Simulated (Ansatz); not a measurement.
CH7Si, doublet: at a first-order saddle point.

Input (in.yaml):

```yaml
crystal:
  periodic: [false, false, false]
  atoms:
    - {symbol: H, position_ang: [-0.076918, -0.012094, -0.041791]}
    - {symbol: Si, position_ang: [1.327887, 0.221831, 0.684278]}
    - {symbol: C, position_ang: [-1.509859, -0.252207, -0.778353]}
    - {symbol: H, position_ang: [1.306672, 1.520898, 1.408492]}
    - {symbol: H, position_ang: [1.577860, -0.877501, 1.654593]}
    - {symbol: H, position_ang: [2.417711, 0.241116, -0.327847]}
    - {symbol: H, position_ang: [-1.513039, -1.332986, -0.852922]}
    - {symbol: H, position_ang: [-1.351166, 0.301003, -1.696215]}
    - {symbol: H, position_ang: [-2.179248, 0.189939, -0.050334]}
basis:
  gaussian: {orbitals: def2-SVP}
magnetization: {spin_polarized: true, initial_magnetization: 1}
hamiltonian: {xc: lda}
```

Run by:

```bash
ansatz run in.yaml --threads 2 --pin off --events-out ev --progress --plain --max-ram 4352MiB
```

Output of Ansatz 0.2.0:

```
Functional definition: SPW92
  name "SPW92"
  cite "Dirac, Proc. Camb. Phil. Soc. 26, 376 (1930) doi:10.1017/S0305004100016108"
  cite "Slater, Phys. Rev. 81, 385 (1951) doi:10.1103/PhysRev.81.385"
  cite "Perdew & Wang, Phys. Rev. B 45, 13244 (1992) doi:10.1103/PhysRevB.45.13244"
  exchange = slater_x
  correlation = pw_c
760 factors; their error is unknown
mean field evaluation 1: about -8972.4598 eV, gradient 3.4e1 eV
mean field evaluation 2: about -8960.4447 eV, gradient 5.1e1 eV
mean field evaluation 4: about -8978.7756 eV, gradient 2.8e0 eV
mean field evaluation 8: about -8978.8413 eV, gradient 5.8e-2 eV
mean field evaluation 16: about -8978.7983 eV, gradient 2.9e-5 eV
mean field -8978.79825340 eV, -329.9647497643 hartree, gradient 2.9e-5 eV, S^2 0.752032; 0 other end points of the search recorded, 0 dependent functions left out
reference -8978.79828574 eV, -329.9647509528 hartree; 14, 13 occupied and 53, 54 virtual orbitals, 760 factors
Total energy: -8978.79828574 eV, -329.9647509528 hartree
```

The lines “mean field evaluation” count trial sets of orbitals through the whole run, from several starts and some on an approximate energy, so they need not fall steadily or lie above the final value.

The run took about 0.25 s on 2 CPU threads of an AMD EPYC 9R45 (shared host).
